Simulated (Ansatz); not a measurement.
```yaml
crystal:
  periodic: [false, false, false]
  atoms:
    - {symbol: Al, position_ang: [-1.631976, 0.058403, -0.743788]}
    - {symbol: As, position_ang: [0.605547, -0.024086, 0.289013]}
    - {symbol: H, position_ang: [-2.893534, 0.735282, -0.028406]}
    - {symbol: H, position_ang: [0.928340, 0.771998, -0.966513]}
    - {symbol: H, position_ang: [0.640419, -1.280340, -0.577374]}
basis:
  gaussian: {orbitals: def2-TZVP}
magnetization: {spin_polarized: true, initial_magnetization: 1}
hamiltonian: {xc: pbe0}
relax: {f_tol: 0.004, max_steps: 80}
```

```sh
$ ansatz run in.yaml --threads 1 --pin off --events-out ev --progress --plain --max-ram 2176MiB
```

Steps of the relaxation (energy above the last step; positions in Å, forces in eV/Å):

```
5
step 1, 131.1 meV
Al   -1.632    0.058   -0.744   -0.075   -0.006   -0.004
As    0.606   -0.024    0.289   -0.261   -0.118   -0.025
H    -2.894    0.735   -0.028   -0.079    0.088    0.084
H     0.928    0.772   -0.967    0.169    0.186   -0.126
H     0.640   -1.280   -0.577    0.247   -0.150    0.070
```

```
5
step 2, 91.4 meV
Al   -1.726    0.089   -0.724   -0.026   -0.194   -0.220
As    0.561   -0.053    0.237    0.015   -0.168   -0.201
H    -2.988    0.787   -0.012    0.109    0.089    0.144
H     0.992    0.795   -0.970   -0.015   -0.061    0.113
H     0.810   -1.356   -0.559   -0.083    0.333    0.164
```

```
5
step 3, 66.7 meV
Al   -1.740    0.047   -0.771   -0.026   -0.052    0.026
As    0.532   -0.049    0.234   -0.055   -0.127   -0.207
H    -2.929    0.802    0.017    0.077    0.029   -0.001
H     0.984    0.806   -0.958   -0.004   -0.062    0.087
H     0.802   -1.345   -0.550    0.008    0.213    0.095
```

```
5
step 5, 46.8 meV
Al   -1.782   -0.053   -0.764   -0.221    0.014    0.051
As    0.463   -0.089    0.219    0.212   -0.042   -0.019
H    -2.838    0.901    0.006    0.063   -0.016   -0.103
H     0.916    0.826   -0.923   -0.038    0.015    0.065
H     0.890   -1.325   -0.565   -0.016    0.029    0.007
```

```
5
step 10, 0.1 meV
Al   -1.846   -0.278   -0.473   -0.004    0.022   -0.001
As    0.504   -0.193    0.238    0.004    0.005   -0.010
H    -2.666    1.092   -0.272    0.005   -0.020    0.000
H     0.722    0.919   -0.785    0.000   -0.008    0.006
H     0.936   -1.279   -0.735   -0.005    0.001    0.005
```

```
5
step 11, 0.0 meV
Al   -1.844   -0.271   -0.484    0.002    0.000    0.001
As    0.503   -0.190    0.238   -0.002    0.001    0.000
H    -2.674    1.088   -0.261    0.000    0.000    0.000
H     0.728    0.917   -0.790    0.001   -0.001    0.000
H     0.935   -1.282   -0.729    0.000    0.000   -0.001
```

Close pairs at the end: As2–H5 1.521 Å, As2–H4 1.527 Å, Al1–H3 1.608 Å, Al1–As2 2.457 Å.

A stationary point of unrestricted PBE0 after 11 steps, with ⟨S²⟩ = 0.753 against 0.75 for a pure state; no frequencies were run, so it isn't proven a minimum. 63 s on 1 thread of Arm Neoverse V2, shared host.
